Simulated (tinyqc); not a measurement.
Inside a calculation (part 1 of 2). Method: RKS/BP86 in the sto-6g basis, for H2O, spin multiplicity 1. Computed by tinyqc, a small Python program that keeps every step (integrals from PySCF). Settings: charge = 0, multiplicity = 1, basis = sto-6g, energy threshold = 1e-10, iteration cap = 64, orthogonalisation = canonical, start = core, DIIS depth = 6, DIIS from iteration = 3, shift = 1.0, method = RKS, functional = b88,p86, grid = [20, 50]. Command: `OMP_NUM_THREADS=1 python tinyqc.py 25542 25543 out.jsonl` (the two numbers bound the seeds that draw the settings). One thread of a shared host (Intel(R) Xeon(R) Processor @ 2.60GHz), about 0.8 s of CPU time with the checks. Later iterations appear only in the table of the cycle.

## One-electron integrals

Geometry (angstrom):

| atom | x | y | z |
|---|---|---|---|
| O | 0.000000 | 0.000000 | 0.000000 |
| H | 0.000000 | 0.915000 | 0.549000 |
| H | 0.000000 | -0.902000 | 0.541000 |

Basis sto-6g: exponents (1/bohr^2) and contraction coefficients of normalised primitives:

| element | l (shell) | exponent | coefficient |
|---|---|---|---|
| O | s (1) | 1355.584234 | 0.009164 |
| O | s (1) | 248.544885 | 0.049361 |
| O | s (1) | 69.533902 | 0.168538 |
| O | s (1) | 23.886772 | 0.370563 |
| O | s (1) | 9.275933 | 0.416492 |
| O | s (1) | 3.820341 | 0.130334 |
| O | s (2) | 52.187762 | -0.013253 |
| O | s (2) | 10.329320 | -0.046992 |
| O | s (2) | 3.210345 | -0.033785 |
| O | s (2) | 1.235135 | 0.250242 |
| O | s (2) | 0.536420 | 0.595117 |
| O | s (2) | 0.245881 | 0.240706 |
| O | p (3) | 52.187762 | 0.003760 |
| O | p (3) | 10.329320 | 0.037679 |
| O | p (3) | 3.210345 | 0.173897 |
| O | p (3) | 1.235135 | 0.418036 |
| O | p (3) | 0.536420 | 0.425860 |
| O | p (3) | 0.245881 | 0.101708 |
| H | s (1) | 35.523221 | 0.009164 |
| H | s (1) | 6.513144 | 0.049361 |
| H | s (1) | 1.822143 | 0.168538 |
| H | s (1) | 0.625955 | 0.370563 |
| H | s (1) | 0.243077 | 0.416492 |
| H | s (1) | 0.100112 | 0.130334 |

Overlap, kinetic and nuclear-attraction integrals over the contracted functions; the nuclear repulsion is the sum of Za Zb / Rab.

nuclear repulsion = 8.28350775 hartree

overlap S:
```
           1O 1s     1O 2s    1O 2px     1O 2py    1O 2pz     2H 1s      3H 1s
1O 1s   1.000000  0.231145  0.000000   0.000000  0.000000  0.043058   0.044600
1O 2s   0.231145  1.000000  0.000000   0.000000  0.000000  0.407816   0.417027
1O 2px  0.000000  0.000000  1.000000   0.000000  0.000000  0.000000   0.000000
1O 2py  0.000000  0.000000  0.000000   1.000000  0.000000  0.302346  -0.307306
1O 2pz  0.000000  0.000000  0.000000   0.000000  1.000000  0.181408   0.184315
2H 1s   0.043058  0.407816  0.000000   0.302346  0.181408  1.000000   0.159949
3H 1s   0.044600  0.417027  0.000000  -0.307306  0.184315  0.159949   1.000000
```

kinetic energy T (hartree):
```
            1O 1s      1O 2s    1O 2px     1O 2py    1O 2pz      2H 1s      3H 1s
1O 1s   29.327197  -0.896024  0.000000   0.000000  0.000000  -0.005349  -0.005070
1O 2s   -0.896024   0.842618  0.000000   0.000000  0.000000   0.081173   0.086921
1O 2px   0.000000   0.000000  2.531309   0.000000  0.000000   0.000000   0.000000
1O 2py   0.000000   0.000000  0.000000   2.531309  0.000000   0.176199  -0.184533
1O 2pz   0.000000   0.000000  0.000000   0.000000  2.531309   0.105719   0.110679
2H 1s   -0.005349   0.081173  0.000000   0.176199  0.105719   0.768522  -0.008514
3H 1s   -0.005070   0.086921  0.000000  -0.184533  0.110679  -0.008514   0.768522
```

nuclear attraction V (hartree):
```
             1O 1s      1O 2s     1O 2px      1O 2py     1O 2pz      2H 1s      3H 1s
1O 1s   -62.257349  -6.382203   0.000000    0.000332  -0.013796  -1.359542  -1.408741
1O 2s    -6.382203  -9.992220   0.000000    0.003363  -0.158137  -3.158841  -3.245480
1O 2px    0.000000   0.000000  -9.925716    0.000000   0.000000   0.000000   0.000000
1O 2py    0.000332   0.003363   0.000000  -10.071528   0.001527  -2.081400   2.129156
1O 2pz   -0.013796  -0.158137   0.000000    0.001527  -9.978189  -1.288697  -1.317223
2H 1s    -1.359542  -3.158841   0.000000   -2.081400  -1.288697  -5.404363  -0.985076
3H 1s    -1.408741  -3.245480   0.000000    2.129156  -1.317223  -0.985076  -5.454590
```

core Hamiltonian H = T + V (hartree):
```
             1O 1s      1O 2s     1O 2px     1O 2py     1O 2pz      2H 1s      3H 1s
1O 1s   -32.930152  -7.278227   0.000000   0.000332  -0.013796  -1.364891  -1.413811
1O 2s    -7.278227  -9.149601   0.000000   0.003363  -0.158137  -3.077668  -3.158559
1O 2px    0.000000   0.000000  -7.394408   0.000000   0.000000   0.000000   0.000000
1O 2py    0.000332   0.003363   0.000000  -7.540219   0.001527  -1.905202   1.944623
1O 2pz   -0.013796  -0.158137   0.000000   0.001527  -7.446880  -1.182978  -1.206544
2H 1s    -1.364891  -3.077668   0.000000  -1.905202  -1.182978  -4.635840  -0.993590
3H 1s    -1.413811  -3.158559   0.000000   1.944623  -1.206544  -0.993590  -4.686068
```

## Two-electron integrals

Functions are numbered as in S; the eight-fold symmetry (ij|kl) = (ji|kl) = (kl|ij) leaves the list below.

Two-electron integrals (ij|kl) in chemists' order, unique and non-zero (hartree):
```
(11|11) 4.787491    (21|11) 0.675884    (21|21) 0.121505    (22|11) 1.117379
(22|21) 0.249212    (22|22) 0.817383    (31|31) 0.025762    (32|31) 0.039145
(32|32) 0.180664    (33|11) 1.117381    (33|21) 0.249212    (33|22) 0.817382
(33|33) 0.880663    (41|41) 0.025762    (42|41) 0.039145    (42|42) 0.180664
(43|43) 0.047461    (44|11) 1.117381    (44|21) 0.249212    (44|22) 0.817382
(44|33) 0.785741    (44|44) 0.880663    (51|51) 0.025762    (52|51) 0.039145
(52|52) 0.180664    (53|53) 0.047461    (54|54) 0.047461    (55|11) 1.117381
(55|21) 0.249212    (55|22) 0.817382    (55|33) 0.785741    (55|44) 0.785741
(55|55) 0.880663    (61|11) 0.134151    (61|21) 0.023120    (61|22) 0.046401
(61|33) 0.046301    (61|41) 0.000971    (61|42) 0.001900    (61|44) 0.046520
(61|51) 0.000583    (61|52) 0.001140    (61|54) 0.000131    (61|55) 0.046380
(61|61) 0.004484    (62|11) 0.333006    (62|21) 0.075344    (62|22) 0.274480
(62|33) 0.269874    (62|41) 0.005182    (62|42) 0.038607    (62|44) 0.280035
(62|51) 0.003109    (62|52) 0.023164    (62|54) 0.006097    (62|55) 0.273532
(62|61) 0.014421    (62|62) 0.115767    (63|31) 0.008279    (63|32) 0.046911
(63|43) 0.007923    (63|53) 0.004754    (63|63) 0.016166    (64|11) 0.209017
(64|21) 0.047953    (64|22) 0.186310    (64|33) 0.177978    (64|41) 0.011149
(64|42) 0.071509    (64|44) 0.200552    (64|51) 0.001722    (64|52) 0.014759
(64|54) 0.008790    (64|55) 0.180400    (64|61) 0.009588    (64|62) 0.095529
(64|64) 0.094100    (65|11) 0.125410    (65|21) 0.028772    (65|22) 0.111786
(65|33) 0.106787    (65|41) 0.001722    (65|42) 0.014759    (65|44) 0.110823
(65|51) 0.009312    (65|52) 0.055766    (65|54) 0.010345    (65|55) 0.117748
(65|61) 0.005753    (65|62) 0.057317    (65|64) 0.046760    (65|65) 0.044222
(66|11) 0.483786    (66|21) 0.111497    (66|22) 0.465265    (66|33) 0.446906
(66|41) 0.009734    (66|42) 0.099797    (66|44) 0.487402    (66|51) 0.005840
(66|52) 0.059878    (66|54) 0.024298    (66|55) 0.461484    (66|61) 0.021548
(66|62) 0.251369    (66|64) 0.236647    (66|65) 0.141988    (66|66) 0.774999
(71|11) 0.138993    (71|21) 0.023953    (71|22) 0.048064    (71|33) 0.047961
(71|41) -0.001006   (71|42) -0.001966   (71|44) 0.048189    (71|51) 0.000603
(71|52) 0.001179    (71|54) -0.000136   (71|55) 0.048043    (71|61) 0.004564
(71|62) 0.014351    (71|64) 0.008720    (71|65) 0.005727    (71|66) 0.021151
(71|71) 0.004813    (72|11) 0.342187    (72|21) 0.077408    (72|22) 0.281648
(72|33) 0.276939    (72|41) -0.005321   (72|42) -0.039497   (72|44) 0.287328
(72|51) 0.003191    (72|52) 0.023689    (72|54) -0.006231   (72|55) 0.280676
(72|61) 0.014234    (72|62) 0.092442    (72|64) 0.053272    (72|65) 0.044328
(72|66) 0.159906    (72|71) 0.015347    (72|72) 0.121436    (73|31) 0.008543
(73|32) 0.048281    (73|43) -0.008122   (73|53) 0.004871    (73|63) 0.012407
(73|73) 0.017042    (74|11) -0.213653   (74|21) -0.049012   (74|22) -0.190196
(74|33) -0.181666   (74|41) 0.011482    (74|42) 0.073376    (74|44) -0.204783
(74|51) -0.001763   (74|52) -0.015052   (74|54) 0.008994    (74|55) -0.184138
(74|61) -0.008600   (74|62) -0.052876   (74|64) -0.018758   (74|65) -0.024848
(74|66) -0.083329   (74|71) -0.010154   (74|72) -0.099701   (74|74) 0.097986
(75|11) 0.128144    (75|21) 0.029396    (75|22) 0.114075    (75|33) 0.108959
(75|41) -0.001763   (75|42) -0.015052   (75|44) 0.113082    (75|51) 0.009600
(75|52) 0.057308    (75|54) -0.010595   (75|55) 0.120185    (75|61) 0.005651
(75|62) 0.044157    (75|64) 0.024918    (75|65) 0.033224    (75|66) 0.083043
(75|71) 0.006090    (75|72) 0.059798    (75|74) -0.048548   (75|75) 0.046160
(76|11) 0.099611    (76|21) 0.022722    (76|22) 0.088642    (76|33) 0.086899
(76|41) 0.000008    (76|42) 0.000085    (76|44) 0.088944    (76|51) 0.001532
(76|52) 0.013171    (76|54) 0.000019    (76|55) 0.090082    (76|61) 0.004284
(76|62) 0.035837    (76|64) 0.025767    (76|65) 0.019970    (76|66) 0.078212
(76|71) 0.004436    (76|72) 0.036604    (76|74) -0.026100   (76|75) 0.020307
(76|76) 0.013511    (77|11) 0.490031    (77|21) 0.112917    (77|22) 0.470331
(77|33) 0.451684    (77|41) -0.009939   (77|42) -0.101265   (77|44) 0.492823
(77|51) 0.005961    (77|52) 0.060737    (77|54) -0.024674   (77|55) 0.466483
(77|61) 0.020677    (77|62) 0.157438    (77|64) 0.082607    (77|65) 0.082118
(77|66) 0.289290    (77|71) 0.022609    (77|72) 0.258640    (77|74) -0.242333
(77|75) 0.145346    (77|76) 0.078212    (77|77) 0.774999
```

## Orthogonalisation

S = U s U^T; canonical form X = U s^(-1/2), so that X^T S X = 1. Each column of U has its largest component positive (the first on a tie).

eigenvalues of S: 0.411373  0.481953  0.899917  1.000000  1.078883  1.358413  1.769461

X:
```
                1          2          3         4          5          6          7
1O 1s   -0.325783  -0.026815   0.746892  0.000000  -0.605532   0.003084   0.181623
1O 2s    1.090202   0.072652  -0.255796  0.000000  -0.261514   0.005198   0.460859
1O 2px   0.000000   0.000000   0.000000  1.000000   0.000000   0.000000   0.000000
1O 2py  -0.071352   0.918618   0.000820  0.000000  -0.001515   0.659671  -0.006208
1O 2pz   0.426531   0.028682   0.651429  0.000000   0.670784   0.002696   0.180140
2H 1s   -0.622681  -0.827805  -0.179866  0.000000   0.145670   0.393591   0.374215
3H 1s   -0.749303   0.734133  -0.176696  0.000000   0.143708  -0.382139   0.383719
```

## Starting guess

The start is the orbitals of the core Hamiltonian; D = 2 C_occ C_occ^T.

D at the start:
```
            1O 1s      1O 2s    1O 2px     1O 2py     1O 2pz      2H 1s      3H 1s
1O 1s    2.125002  -0.568756  0.000000   0.001391  -0.036775   0.075201   0.077587
1O 2s   -0.568756   2.574833  0.000000  -0.009803   0.224278  -0.326604  -0.337965
1O 2px   0.000000   0.000000  2.000000   0.000000   0.000000   0.000000   0.000000
1O 2py   0.001391  -0.009803  0.000000   2.336208  -0.004060  -0.342096   0.350956
1O 2pz  -0.036775   0.224278  0.000000  -0.004060   2.106189  -0.181123  -0.186206
2H 1s    0.075201  -0.326604  0.000000  -0.342096  -0.181123   0.103135   0.002958
3H 1s    0.077587  -0.337965  0.000000   0.350956  -0.186206   0.002958   0.108412
```

## Iteration 1: exchange-correlation on the grid

Becke grid with 20 radial and 50 angular points per atom, points of zero weight dropped. rho = sum D_ij phi_i phi_j; V_xc,ij = sum w v_xc phi_i phi_j plus the gradient terms; v_xc is d(rho eps)/d rho at fixed gradient.

The 12 grid points with the largest w rho, of 2995 (bohr, atomic units):

| x | y | z | w | rho | \|grad rho\|^2 | eps_xc | v_xc |
|---|---|---|---|---|---|---|---|
| -0.738980 | 0.000000 | 0.738980 | 0.093970 | 0.521157 | 1.914856 | -0.676791 | -0.842233 |
| 0.738980 | 0.000000 | 0.738980 | 0.093970 | 0.521157 | 1.914856 | -0.676791 | -0.842233 |
| 0.000000 | -0.738980 | -0.738980 | 0.094420 | 0.511847 | 1.780950 | -0.672529 | -0.838064 |
| 0.000000 | 0.738980 | -0.738980 | 0.094446 | 0.511546 | 1.776936 | -0.672393 | -0.837926 |
| -0.738980 | 0.738980 | 0.000000 | 0.091473 | 0.510862 | 1.870114 | -0.673083 | -0.836370 |
| 0.738980 | 0.738980 | 0.000000 | 0.091473 | 0.510862 | 1.870114 | -0.673083 | -0.836370 |
| -0.738980 | -0.738980 | 0.000000 | 0.091171 | 0.511474 | 1.881474 | -0.673389 | -0.836616 |
| 0.738980 | -0.738980 | 0.000000 | 0.091171 | 0.511474 | 1.881474 | -0.673389 | -0.836616 |
| -0.738980 | 0.000000 | -0.738980 | 0.094696 | 0.491333 | 1.605285 | -0.664013 | -0.827372 |
| 0.738980 | 0.000000 | -0.738980 | 0.094696 | 0.491333 | 1.605285 | -0.664013 | -0.827372 |
| -0.603375 | -0.603375 | -0.603375 | 0.088310 | 0.505808 | 1.732033 | -0.670086 | -0.834898 |
| 0.603375 | -0.603375 | -0.603375 | 0.088310 | 0.505808 | 1.732033 | -0.670086 | -0.834898 |

electrons on the grid, sum of w rho = 9.999987

E_xc = sum of w rho eps_xc = -10.37165300 hartree

V_xc (hartree):
```
            1O 1s      1O 2s     1O 2px     1O 2py     1O 2pz      2H 1s      3H 1s
1O 1s   -3.139268  -0.389715   0.000000   0.000038  -0.001098  -0.080136  -0.083031
1O 2s   -0.389715  -0.845925   0.000000  -0.000061   0.000906  -0.239516  -0.246286
1O 2px   0.000000   0.000000  -0.848344   0.000000   0.000000   0.000000   0.000000
1O 2py   0.000038  -0.000061   0.000000  -0.843348  -0.000105  -0.142641   0.145883
1O 2pz  -0.001098   0.000906   0.000000  -0.000105  -0.846092  -0.084900  -0.086840
2H 1s   -0.080136  -0.239516   0.000000  -0.142641  -0.084900  -0.228770  -0.063404
3H 1s   -0.083031  -0.246286   0.000000   0.145883  -0.086840  -0.063404  -0.233863
```

## Iteration 1: building the Kohn-Sham matrix

J_ij = sum D_kl (ij|kl); F = H + J + V_xc; E = tr D H + tr D J / 2 + E_xc + E_nn.

Coulomb J (hartree):
```
            1O 1s      1O 2s    1O 2px     1O 2py     1O 2pz     2H 1s      3H 1s
1O 1s   18.790691   3.386198  0.000000  -0.000104   0.003551  0.647692   0.670992
1O 2s    3.386198   8.861793  0.000000   0.000177  -0.001998  2.877936   2.953833
1O 2px   0.000000   0.000000  8.865433   0.000000   0.000000  0.000000   0.000000
1O 2py  -0.000104   0.000177  0.000000   8.857736   0.000170  1.912960  -1.952927
1O 2pz   0.003551  -0.001998  0.000000   0.000170   8.862205  1.146228   1.169824
2H 1s    0.647692   2.877936  0.000000   1.912960   1.146228  4.671187   0.910239
3H 1s    0.670992   2.953833  0.000000  -1.952927   1.169824  0.910239   4.722850
```

Kohn-Sham matrix F (hartree):
```
             1O 1s      1O 2s    1O 2px     1O 2py     1O 2pz      2H 1s      3H 1s
1O 1s   -17.278729  -4.281745  0.000000   0.000267  -0.011343  -0.797335  -0.825850
1O 2s    -4.281745  -1.133734  0.000000   0.003480  -0.159229  -0.439248  -0.451012
1O 2px    0.000000   0.000000  0.622682   0.000000   0.000000   0.000000   0.000000
1O 2py    0.000267   0.003480  0.000000   0.474168   0.001592  -0.134883   0.137579
1O 2pz   -0.011343  -0.159229  0.000000   0.001592   0.569233  -0.121651  -0.123560
2H 1s    -0.797335  -0.439248  0.000000  -0.134883  -0.121651  -0.193423  -0.146756
3H 1s    -0.825850  -0.451012  0.000000   0.137579  -0.123560  -0.146756  -0.197080
```

total energy of this density = -74.33905298 hartree

## Iteration 1: diagonalisation and new density

A level shift of 1 hartree raises the virtual space: F + shift (S - S D(s) S), with D(s) the density of one spin (D/2). Diagonalise F' = X^T F X, C = X C', fill 5 alpha and 5 beta electrons from the bottom; D = 2 C_occ C_occ^T. Each column has its largest component positive (the first on a tie).

F' = X^T F X (hartree):
```
           1          2          3         4          5          6          7
1   0.768889  -0.061587   1.699045  0.000000  -1.449090   0.014333   0.270848
2  -0.061587   1.369910   0.162133  0.000000  -0.143738  -0.118067   0.040814
3   1.699045   0.162133  -7.356911  0.000000   7.827970  -0.050734  -3.854198
4   0.000000   0.000000   0.000000  0.622682   0.000000   0.000000   0.000000
5  -1.449090  -0.143738   7.827970  0.000000  -7.107249   0.050630   3.854022
6   0.014333  -0.118067  -0.050734  0.000000   0.050630   0.412655  -0.024282
7   0.270848   0.040814  -3.854198  0.000000   3.854022  -0.024282  -1.820839
```

orbital energies (hartree): MO1 -17.284478, MO2 -0.100155, MO3 0.398447, MO4 0.587028, MO5 0.622682, MO6 1.274475, MO7 1.391138

coefficients C:
```
              MO1        MO2        MO3        MO4       MO5        MO6        MO7
1O 1s    0.995233  -0.233276  -0.001887   0.081522  0.000000   0.112747   0.009975
1O 2s    0.021745   0.899996   0.009361  -0.388821  0.000000  -0.757111  -0.071462
1O 2px   0.000000   0.000000   0.000000   0.000000  1.000000   0.000000   0.000000
1O 2py  -0.000090  -0.004793   0.766260   0.002685  0.000000  -0.062586   0.832500
1O 2pz   0.002505   0.194625  -0.001326   0.894900  0.000000  -0.498957  -0.042751
2H 1s   -0.004760   0.104388   0.290960   0.150700  0.000000   0.856516  -0.754724
3H 1s   -0.004922   0.108084  -0.289624   0.148346  0.000000   0.732079   0.889953
```

D after iteration 1:
```
            1O 1s      1O 2s    1O 2px     1O 2py     1O 2pz      2H 1s      3H 1s
1O 1s    2.103113  -0.440042  0.000000  -0.000398   0.060097  -0.034705  -0.034944
1O 2s   -0.440042   1.923470  0.000000   0.003627  -0.345505   0.075947   0.073555
1O 2px   0.000000   0.000000  2.000000   0.000000   0.000000   0.000000   0.000000
1O 2py  -0.000398   0.003627  0.000000   1.174368   0.000907   0.445712  -0.444092
1O 2pz   0.060097  -0.345505  0.000000   0.000907   1.677467   0.309560   0.308325
2H 1s   -0.034705   0.075947  0.000000   0.445712   0.309560   0.236576  -0.101215
3H 1s   -0.034944   0.073555  0.000000  -0.444092   0.308325  -0.101215   0.235190
```

## Iteration 2: exchange-correlation on the grid

As before.

The 12 grid points with the largest w rho, of 2995 (bohr, atomic units):

| x | y | z | w | rho | \|grad rho\|^2 | eps_xc | v_xc |
|---|---|---|---|---|---|---|---|
| -0.738980 | 0.000000 | -0.738980 | 0.094696 | 0.491315 | 1.611338 | -0.664072 | -0.827281 |
| 0.738980 | 0.000000 | -0.738980 | 0.094696 | 0.491315 | 1.611338 | -0.664072 | -0.827281 |
| -0.738980 | 0.000000 | 0.738980 | 0.093970 | 0.433148 | 1.164609 | -0.638455 | -0.795324 |
| 0.738980 | 0.000000 | 0.738980 | 0.093970 | 0.433148 | 1.164609 | -0.638455 | -0.795324 |
| 0.945307 | 0.315102 | -0.315102 | 0.084565 | 0.481292 | 1.537450 | -0.659915 | -0.821833 |
| -0.945307 | 0.315102 | -0.315102 | 0.084565 | 0.481292 | 1.537450 | -0.659915 | -0.821833 |
| -0.945307 | -0.315102 | -0.315102 | 0.084558 | 0.481144 | 1.536289 | -0.659852 | -0.821753 |
| 0.945307 | -0.315102 | -0.315102 | 0.084558 | 0.481144 | 1.536289 | -0.659852 | -0.821753 |
| 0.000000 | 0.738980 | -0.738980 | 0.094446 | 0.426531 | 1.195989 | -0.636514 | -0.790136 |
| 0.000000 | -0.738980 | -0.738980 | 0.094420 | 0.426243 | 1.193988 | -0.636381 | -0.789968 |
| -0.315102 | 0.315102 | -0.945307 | 0.084620 | 0.472543 | 1.490900 | -0.656429 | -0.816780 |
| 0.315102 | 0.315102 | -0.945307 | 0.084620 | 0.472543 | 1.490900 | -0.656429 | -0.816780 |

electrons on the grid, sum of w rho = 10.000182

E_xc = sum of w rho eps_xc = -9.71785611 hartree

V_xc (hartree):
```
            1O 1s      1O 2s     1O 2px     1O 2py     1O 2pz      2H 1s      3H 1s
1O 1s   -3.123718  -0.379227   0.000000  -0.000008   0.002068  -0.078162  -0.080982
1O 2s   -0.379227  -0.818625   0.000000   0.000107   0.004451  -0.259050  -0.266146
1O 2px   0.000000   0.000000  -0.825947   0.000000   0.000000   0.000000   0.000000
1O 2py  -0.000008   0.000107   0.000000  -0.810388   0.000111  -0.173180   0.177090
1O 2pz   0.002068   0.004451   0.000000   0.000111  -0.819541  -0.104576  -0.106873
2H 1s   -0.078162  -0.259050   0.000000  -0.173180  -0.104576  -0.419532  -0.076003
3H 1s   -0.080982  -0.266146   0.000000   0.177090  -0.106873  -0.076003  -0.423571
```
